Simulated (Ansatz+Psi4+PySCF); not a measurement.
## doublet MgF: levels of theory in one basis

```xyz
2

Mg    0.0000    0.0000    0.0000
F    -0.8419    1.0665    1.1028
```

Basis set: cc-pVTZ on F; cc-pCVTZ on Mg (spherical functions). Correlated methods keep 2 orbitals frozen. Correlation on ROHF uses semicanonical orbitals with singles. Charge 0, multiplicity 2.

Computed with Ansatz (development build ahead of 0.2.0) and Psi4 1.11; each method stands on the lowest determinant of its kind that the runs found.

```json
{"method": "ROHF", "E − E(ROHF) (eV)": "0.00", "<S²> of the determinant": "0.75"}
{"method": "UHF", "E − E(ROHF) (eV)": "0.00", "<S²> of the determinant": "0.75"}
{"method": "ROHF-MP2", "E − E(ROHF) (eV)": "-14.75", "<S²> of the determinant": "–"}
{"method": "UHF-MP2", "E − E(ROHF) (eV)": "-14.75", "<S²> of the determinant": "0.75"}
```
